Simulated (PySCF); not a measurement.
# C4H2O2: the cost of one run

Programs: PySCF 2.14.0, with routines of our own; each step states its level. All values are computed. Atoms count from 0.

## Step 1: The starting structure

8 atoms, charge 0, multiplicity 1; geometry from: GFN2-xTB.

## Step 2: Geometry optimisation at CAM-B3LYP/def2-SVP

What the job is given:

```
{"job": {"xc": "CAM-B3LYP", "basis": "def2-SVP", "grid": 1, "kind": "geom"}, "charge": 0, "multiplicity": 1}
O     -1.582899     1.617403     0.022514
C     -0.741216     0.774793     0.008540
C     -0.707153    -0.718275     0.028881
C      0.641244    -0.780331    -0.011302
C      0.810362     0.703437    -0.038326
O      1.725044     1.465286    -0.077951
H     -1.482820    -1.461424     0.063181
H      1.346496    -1.591476    -0.020100
```

The run is started by

```
OMP_NUM_THREADS=1 python excited_run.py task.json out
```

One launch serves the whole session: the jobs run in the order shown.

Q: Estimate the wall time and peak memory of this first job on 1 thread of Intel Xeon Platinum 8488C, shared host.

About 20 s, with a peak of 0.43 GiB.
